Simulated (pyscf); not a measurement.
PySCF, gas phase, ωB97X-D3(BJ)/def2-SVP geometries.

Problem. For the elementary gas-phase step O=Cr(=O)(OH)–OH + SiH₄ → O=CrH(=O)–OH + HO–SiH₃ (singlet surface; Cr–O, H–Si broken, Cr–H, O–Si formed), what barrier and reaction energy does M06-2X/def2-TZVP give, measured from the separated reactants?

Solution. ΔE‡ = 22.7 kcal/mol, ΔE = -10.5 kcal/mol. ωB97M-D3(BJ)/def2-TZVP gives 22.7 kcal/mol and -8.4 kcal/mol. Zero-point energy shifts the barrier by +2.0 kcal/mol. It is a four-centre exchange, with an imaginary mode of 315i cm⁻¹. One saddle was located; it need not be the lowest between these sides.
